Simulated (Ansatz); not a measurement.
# [OH···H···F], doublet: reading a ladder of total energies

Geometry: a point of a hydrogen-transfer path between rigid fragments, not a stationary point.

| atom | x (Å) | y (Å) | z (Å) |
| --- | --- | --- | --- |
| O | -1.2321 | -0.0252 | 0.0000 |
| H | -1.4814 | 0.9013 | 0.0000 |
| H | -0.2011 | -0.0252 | 0.0000 |
| F | 1.1269 | -0.0252 | 0.0000 |

Basis cc-pVDZ; Ansatz 0.2.0. Correlated methods freeze the noble-gas cores, which leaves 15 electrons in 36 orbitals. Prefix R: restricted or restricted open-shell reference; prefix U: unrestricted.

Full CI isn't at hand for all of this; UCCSDT(Q) serves as the reference, and is uncertain by about the last step of the cluster series.

Runs differ by some tens of microhartree through their thresholds and, for an open shell, their frozen cores, so steps under 0.03 kcal/mol mean nothing.

```json
{"level": "UHF", "total energy (hartree)": "-175.366692"}
{"level": "UMP2", "total energy (hartree)": "-175.723600"}
{"level": "UCCSD", "total energy (hartree)": "-175.746890"}
{"level": "UCCSD(T)", "total energy (hartree)": "-175.752657"}
{"level": "UCCSDT", "total energy (hartree)": "-175.753130"}
{"level": "UCCSDT(Q)", "total energy (hartree)": "-175.753954"}
```

What is the correlation energy at UCCSDT(Q), and what share of it do UMP2 and UCCSD recover?

E(corr) = -175.753954 − (-175.366692) = -0.387262 hartree = -10.538 eV. UMP2: -0.356908 / -0.387262 = 92.16 %. UCCSD: -0.380198 / -0.387262 = 98.18 %.

By how many kcal/mol does UCCSD(T) miss UCCSDT(Q) (1 hartree = 627.509 kcal/mol), and which steps make up the rest?

-175.752657 − (-175.753954) = 0.001297 hartree = 0.81 kcal/mol. Steps: UCCSDT − UCCSD(T) = -0.30, UCCSDT(Q) − UCCSDT = -0.52 kcal/mol. Differences between like states or geometries often cancel part of this.
